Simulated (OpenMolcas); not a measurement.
# C2ClF3 (chlorotrifluoroethylene): KT2/ANO-RCC-VDZ (DKH2)

Aim: the vertical ionisation energy of C2ClF3 (chlorotrifluoroethylene) at KT2/ANO-RCC-VDZ (DKH2), from 2 runs. 

The calculation is run with OpenMolcas 26.06.

**1. The molecule**

C2ClF3 has 6 atoms, charge 0, and is taken as a singlet. As SMILES, `FC(F)=C(F)Cl`. The coordinates come from a GFN2-xTB relaxation.

Bond lengths: F1–C2 1.321 Å, C2–F3 1.321 Å, C2–C4 1.332 Å, C4–F5 1.334 Å, C4–Cl6 1.708 Å. Angles: F1–C2–F3 111.5°, F1–C2–C4 124.9°, F3–C2–C4 123.6°, C2–C4–F5 120.5°, C2–C4–Cl6 124.2°, F5–C4–Cl6 115.3°.

**2. The energy at KT2/ANO-RCC-VDZ (DKH2)**

job.inp reads:

```
>>> EXPORT MOLCAS_PRINT=2

&GATEWAY
 Coord
 6
 bohr
 F      1.42390863    -3.15427416     0.24906590
 C     -0.14558450    -1.22219927     0.44529506
 F     -2.22483126    -1.85108123     1.67713194
 C      0.28561321     1.08077217    -0.47241263
 F      2.42799571     1.58963762    -1.70001652
 Cl    -1.76712069     3.55716377    -0.19904485
 Basis
 ANO-RCC-VDZ
 Group
 NoSym

&SEWARD
 Relativistic
 R02O02
 Expert

&SCF
 KSDFT
 KT2
 PrOrbitals
 1 1
```

Launch:

```
export MOLCAS_MEM=1860
pymolcas job.inp > job.log
```

The program printed:

```text
--- Start Module: gateway ---
[...]
--- Stop Module: gateway /rc=_RC_ALL_IS_WELL_ ---
--- Start Module: seward ---
[...]
 ###    WARNING:  EXPERT option is ON!                                       ###
 ###############################################################################
               SEWARD will generate:
[...]
      Basis functions           58
--- Stop Module: seward /rc=_RC_ALL_IS_WELL_ ---
[...]
--- Start Module: scf ---
[...]
       Convergence after  14 Iterations
[...]
::    Total KS-DFT energy                            -846.3009424877
[...]
      Total spin, S                                     0.0000000000
[...]
      Total electronic charge=   56.000000
      Total            charge=   -0.000000
[...]
      Dipole Moment (debye):
      Origin of the operator (angstrom)=   -0.1333    0.2638   -0.0136
                   X= -4.8004E-01               Y=  4.9266E-01               Z=  9.0291E-02           Total=  6.9376E-01
      Quadrupole Moment (debye*angstrom):
[...]
--- Stop Module: scf /rc=_RC_ALL_IS_WELL_ ---
[...]
```

It took 9.9 s on 1 thread of Arm Neoverse V1, shared host; peak memory 0.4 GiB.

**3. The doublet cation at the same level**

job.inp reads:

```
* C2ClF3 Kohn-Sham DFT
&gateway
coord
6
bohr
F      1.42390863    -3.15427416     0.24906590
C     -0.14558450    -1.22219927     0.44529506
F     -2.22483126    -1.85108123     1.67713194
C      0.28561321     1.08077217    -0.47241263
F      2.42799571     1.58963762    -1.70001652
Cl    -1.76712069     3.55716377    -0.19904485
basis
ANO-RCC-VDZ
group
NoSym
&seward
relativistic
R02O02
expert
&scf
uhf
charge
1
spin
2
ksdft
KT2
prorbitals
1 1
```

Launch:

```
export MOLCAS_MEM=1860
pymolcas job.inp > job.log
```

The program printed:

```text
--- Start Module: gateway ---
[...]
--- Stop Module: gateway /rc=_RC_ALL_IS_WELL_ ---
--- Start Module: seward ---
[...]
 ###    WARNING:  EXPERT option is ON!                                       ###
 ###############################################################################
               SEWARD will generate:
[...]
      Basis functions           58
--- Stop Module: seward /rc=_RC_ALL_IS_WELL_ ---
[...]
--- Start Module: scf ---
[...]
       Convergence after  21 Iterations
[...]
::    Total KS-DFT energy                            -845.9267473881
[...]
      Total spin, S                                     0.5006736014
[...]
      Total electronic charge=   55.000000
      Total            charge=    1.000000
[...]
      Dipole Moment (debye):
      Origin of the operator (angstrom)=   -0.1333    0.2638   -0.0136
                   X= -7.3837E-01               Y=  9.1040E-01               Z=  9.2289E-02           Total=  1.1758E+00
      Center of Charge (angstrom)
[...]
--- Stop Module: scf /rc=_RC_ALL_IS_WELL_ ---
[...]
```

Wall time 15 s (1 thread of Arm Neoverse V1, shared host); peak memory 0.4 GiB.

**4. What came out**

Level: KT2/ANO-RCC-VDZ (DKH2).

```
                                          quantity          value
                      singlet C2ClF3: total energy  -846.30094 Eh
                     singlet C2ClF3: dipole moment         0.69 D
                       singlet C2ClF3: HOMO energy       -6.76 eV
                       singlet C2ClF3: LUMO energy       -1.37 eV
                     singlet C2ClF3: HOMO–LUMO gap        5.39 eV
                      doublet cation: total energy  -845.92675 Eh
doublet cation: HOMO energy (highest over α and β)      -14.44 eV
 doublet cation: LUMO energy (lowest over α and β)      -13.59 eV
                              doublet cation: ⟨S²⟩          0.751
vertical ionisation energy (to the doublet cation)      10.182 eV
```

What this shows: The vertical ionisation energy comes to 10.18 eV (235 kcal/mol). −ε(HOMO) before ionisation, 6.76 eV, is 3.42 eV below this ionisation energy. Mulliken charges (singlet C2ClF3) run from -0.17 on F3 to +0.40 on C2. Mulliken charges (doublet cation) run from -0.03 on C4 to +0.54 on C2; they depend strongly on the basis.
